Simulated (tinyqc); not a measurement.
ROHF in the sto-3g basis, for NH3+, spin multiplicity 2, step by step (part 3 of 3). Computed by tinyqc, a small Python program that keeps every step (integrals from PySCF). Command: `OMP_NUM_THREADS=1 python tinyqc.py 28537 28538 out.jsonl` (the two numbers bound the seeds that draw the settings). One thread of a shared host (Intel(R) Xeon(R) Processor @ 2.60GHz), about 0.1 s of CPU time with the checks.

Geometry (angstrom):
```
atom          x          y         z
N      0.000000   0.000000  0.520000
H      0.806000   0.000000  0.000000
H     -0.403000   0.698000  0.000000
H     -0.403000  -0.698000  0.000000
```

## Populations, bond orders and dipole

D(alpha) after iteration 9, lower triangle:
```
            1N 1s     1N 2s     1N 2px     1N 2py     1N 2pz      2H 1s      3H 1s     4H 1s
1N 1s    1.048744
1N 2s   -0.197575  0.872779
1N 2px   0.000000  0.000000   0.498858
1N 2py   0.000000  0.000000   0.000000   0.498861
1N 2pz  -0.046553  0.262589  -0.000003   0.000000   0.780910
2H 1s   -0.021042  0.034178   0.285480   0.000000  -0.116725   0.187810
3H 1s   -0.021042  0.034175  -0.142739   0.247234  -0.116726  -0.057245   0.187811
4H 1s   -0.021042  0.034175  -0.142739  -0.247234  -0.116726  -0.057245  -0.057246  0.187811
```

D(beta) after iteration 9, lower triangle:
```
            1N 1s      1N 2s     1N 2px     1N 2py     1N 2pz      2H 1s      3H 1s     4H 1s
1N 1s    1.035243
1N 2s   -0.133950   0.572940
1N 2px  -0.000001   0.000004   0.498858
1N 2py   0.000000   0.000000   0.000000   0.498861
1N 2pz   0.051461  -0.199311   0.000004   0.000000   0.069358
2H 1s   -0.032816   0.089666   0.285479   0.000000  -0.031247   0.177542
3H 1s   -0.032816   0.089661  -0.142740   0.247234  -0.031250  -0.067513   0.177543
4H 1s   -0.032816   0.089661  -0.142740  -0.247234  -0.031250  -0.067513  -0.067514  0.177543
```

overlap S, lower triangle:
```
           1N 1s     1N 2s     1N 2px     1N 2py     1N 2pz     2H 1s     3H 1s     4H 1s
1N 1s   1.000000
1N 2s   0.235038  1.000000
1N 2px  0.000000  0.000000   1.000000
1N 2py  0.000000  0.000000   0.000000   1.000000
1N 2pz  0.000000  0.000000   0.000000   0.000000   1.000000
2H 1s   0.066158  0.528254   0.384087   0.000000  -0.247798  1.000000
3H 1s   0.066160  0.528262  -0.192048   0.332629  -0.247803  0.297337  1.000000
4H 1s   0.066160  0.528262  -0.192048  -0.332629  -0.247803  0.297337  0.297347  1.000000
```

Mulliken: Z minus the diagonal of D S on the atom; Loewdin: the same with S^(1/2) D S^(1/2); Mayer order: 2 sum_s sum (D(s) S)_ij (D(s) S)_ji over the two atoms.

Charges (e):
```
atom   Mulliken   Loewdin  Mulliken spin
1N    -0.173044  0.170458       0.972930
2H     0.391015  0.276516       0.009024
3H     0.391014  0.276513       0.009023
4H     0.391014  0.276513       0.009023
```

Mayer bond orders:
```
pair     order
2-1   0.838582
3-1   0.838583
3-2   0.004222
4-1   0.838583
4-2   0.004222
4-3   0.004222
```

dipole moment about the origin, x y z (debye): -0.000003  0.000000  0.075404
